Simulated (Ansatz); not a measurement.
Write a Python script for Ansatz 0.2.0, Python API that makes vertical and adiabatic energies of changing the electron count of CH3FS, SMILES FCS. Settings (for the species named): PBE0, def2-SVP basis, multiplicity 1.

`ch3fs_adiabatic.py`:
```python
"""Vertical and adiabatic ionisation of CH3FS."""

import itertools

import ansatz as az
from ase.data import atomic_numbers, covalent_radii
import numpy as np
from rdkit import Chem
from rdkit.Chem import AllChem

# start geometry from RDKit
rd = Chem.AddHs(Chem.MolFromSmiles("FCS"))
AllChem.EmbedMolecule(rd, randomSeed=288)
AllChem.UFFOptimizeMolecule(rd)
ch3fs = az.Crystal.molecule()
for atom, xyz in zip(rd.GetAtoms(), rd.GetConformer().GetPositions()):
    ch3fs = ch3fs.atom(atom.GetSymbol(), xyz.round(5).tolist())

calc = (
    ch3fs.calculation()
    .basis(gaussian="def2-SVP")
    .functional("pbe0")
    .scf(lower_state_search="off")
)
symbols = [site.symbol for site in ch3fs.cartesian_sites]
start = np.array([site.position_ang for site in ch3fs.cartesian_sites], dtype=float)
report = calc.relax(force_tolerance=0.01).run().report
end = np.array(report["positions_ang"])

minimum = az.Crystal.molecule()
for symbol, place in zip(symbols, end):
    minimum = minimum.atom(symbol, place.tolist())
ion = (
    minimum.calculation()
    .basis(gaussian="def2-SVP")
    .functional("pbe0")
    .scf(lower_state_search="off")
    .charge(1)
    .spin("collinear", total=1)
)
vertical = ion.run().report
settled = ion.relax(force_tolerance=0.01, max_steps=80).run().report
print(f"vertical ionisation energy   {vertical['free_energy_ev'] - report['free_energy_ev']:.3f} eV")
print(f"adiabatic, no zero point     {settled['free_energy_ev'] - report['free_energy_ev']:.3f} eV")
print(f"relaxation energy of the ion {vertical['free_energy_ev'] - settled['free_energy_ev']:.3f} eV")
ionised = np.array(settled["positions_ang"])
# pairs closer than 1.2 times the sum of covalent radii, before or after
radius = [covalent_radii[atomic_numbers[s]] for s in symbols]
span = lambda where, i, j: np.linalg.norm(where[i] - where[j])
bonded = [(i, j) for i, j in itertools.combinations(range(len(symbols)), 2) if min(span(end, i, j), span(ionised, i, j)) < 1.2 * (radius[i] + radius[j])]
print("pair        before    after (A)")
for i, j in bonded:
    print(f"{symbols[i]}{i}-{symbols[j]}{j}".ljust(10), f"{span(end, i, j):8.4f} {span(ionised, i, j):8.4f}")
```

Running `python ch3fs_adiabatic.py` prints:
```text
vertical ionisation energy   9.715 eV
adiabatic, no zero point     9.648 eV
relaxation energy of the ion 0.066 eV
pair        before    after (A)
F0-C1        1.3557   1.3151
C1-S2        1.8285   1.8270
C1-H3        1.1025   1.1131
C1-H4        1.1025   1.1131
S2-H5        1.3504   1.3664
```

Caveats:
- The settings weren't tested for convergence.
- The energies are electronic: no zero-point or thermal terms, and the basis set is short of its limit. The product may relax into another structure. The relaxation finds the nearest minimum, so the adiabatic value is an upper bound.
- Hardware and time: 17 s on 1 thread of Intel(R) Xeon(R) Platinum 8488C (Sapphire Rapids) (shared host), peak memory 0.25 GiB.

(Lines on the test bed's own set-up are left out of the output.)
